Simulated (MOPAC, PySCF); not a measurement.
H$_{2}$O, SMILES `O`, neutral singlet in the gas phase. 

Cartesian coordinates (Å):
```xyz
3

O      0.0063     0.4007     0.0000
H      0.7538    -0.2123     0.0000
H     -0.7601    -0.1885     0.0000
```
Charge 0, multiplicity 1.

All levels are single points at this geometry (B3LYP-D3(BJ)/def2-SVP); Pople sets use spherical d functions. Orbital energies aren't observables, and empty levels follow the basis.

AM1 in MOPAC gives gap (eV) = 16.84.

Estimate the gap (eV) from each of these levels: B3LYP-D3(BJ)/def2-TZVP in PySCF; PBE-D3(BJ)/def2-TZVP in PySCF; B3LYP/3-21G in PySCF; B3LYP/6-311+G** in PySCF; B3LYP/6-31G* in PySCF; M06-2X/6-31G* in PySCF; PBE/6-31G* in PySCF; HF/3-21G in PySCF; HF/6-31G* in PySCF; HF/STO-3G in PySCF; PM3 in MOPAC; PM6 in MOPAC.


| level | gap (eV) |
|---|---|
| B3LYP-D3(BJ)/def2-TZVP in PySCF | 8.96 |
| PBE-D3(BJ)/def2-TZVP in PySCF | 6.89 |
| B3LYP/3-21G in PySCF | 9.69 |
| B3LYP/6-311+G** in PySCF | 9.27 |
| B3LYP/6-31G* in PySCF | 9.70 |
| M06-2X/6-31G* in PySCF | 13.42 |
| PBE/6-31G* in PySCF | 7.38 |
| HF/3-21G in PySCF | 20.15 |
| HF/6-31G* in PySCF | 19.32 |
| HF/STO-3G in PySCF | 26.95 |
| PM3 in MOPAC | 16.36 |
| PM6 in MOPAC | 15.76 |
